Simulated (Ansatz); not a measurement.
**SiO− (quartet): from Hartree-Fock to the top rungs, aug-cc-pVDZ**

One table from this session's results is given with a row withheld; the runs are named, their logs left out.

Method: aug-cc-pVDZ, core rule «outside noble gas», up to 6 orbitals frozen; program: Ansatz 0.2.0, Gaussian basis.

Plan: UHF; CCSD(T) on ROHF; CCSD(T) on UHF; BCCD(T) on ROHF; CISD; CCSDT(Q) on ROHF; CCSDT(Q) on UHF; CASSCF and MRCISD+Q, 11 electrons in 8 orbitals; CASSCF and NEVPT2, 11 electrons in 8 orbitals.

14 further runs of the same task are left out: 4 that didn't finish, 10 set aside as unsound or not needed.

### What is computed

The geometry is a PBE0/def2-TZVPD stationary point (not a proven minimum) of the parent state, kept for this charge and spin.

2 atoms, charge -1, spin multiplicity 4.

Atoms are counted from 1 here; the program's logs count them from 0.

Bond lengths: Si1–O2 1.561 Å.

Set-up of the first run:

The input, in.yaml:

```yaml
crystal:
  periodic: [false, false, false]
  atoms:
    - {symbol: Si, position_ang: [0.000000, 0.000000, 0.000000]}
    - {symbol: O, position_ang: [0.000000, 0.000000, 1.560700]}
basis:
  gaussian: {orbitals: aug-cc-pVDZ}
total_charge: -1
magnetization: {spin_polarized: true, initial_magnetization: 3}
hamiltonian: {xc: hf}
output: {orbitals: {seedname: orbitals}}
```

Run with:

```
ansatz run in.yaml --threads 1 --pin off --events-out ev --progress --plain --max-ram 2393MiB
```

Steps of the session up to this table: UHF; CCSD(T) on ROHF; CCSD(T) on UHF; BCCD(T) on ROHF; CISD; CCSDT(Q) on ROHF; CCSDT(Q) on UHF; CASSCF and MRCISD+Q, 11 electrons in 8 orbitals; CASSCF and NEVPT2, 11 electrons in 8 orbitals.

One of the session's tables, all rows but one given; the rest of the session is left out.

It belongs to the step «Misses and costs». 

```
          method  from UCCSDT(Q) (meV)
            ROHF               +7935.4
             UHF               +7797.2
            RMP2                +582.4
            UMP2                     ?
            CISD                +934.3
           RCCSD                +403.6
           UCCSD                +394.0
        RCCSD(T)                 +64.2
        UCCSD(T)                 +67.8
         BCCD(T)                 +64.8
          RCCSDT                 +34.6
          UCCSDT                 +35.7
       RCCSDT(Q)                 +15.3
       UCCSDT(Q)                     0
  CASSCF valence               +7064.3
  NEVPT2 valence               +1304.2
  MRCISD valence                +759.4
MRCISD+Q valence                +184.6
```

Estimate the missing values for UMP2.

**Answer.** from UCCSDT(Q) (meV): +598.3. In the column «from UCCSDT(Q) (meV)» it lies between RMP2 (+582.4) and MRCISD valence (+759.4).

Caveats from the session: Restricted and unrestricted rows rest on different reference determinants; where their highest levels disagree by more than a few hundredths of an eV, they describe different states and don't form one ladder.
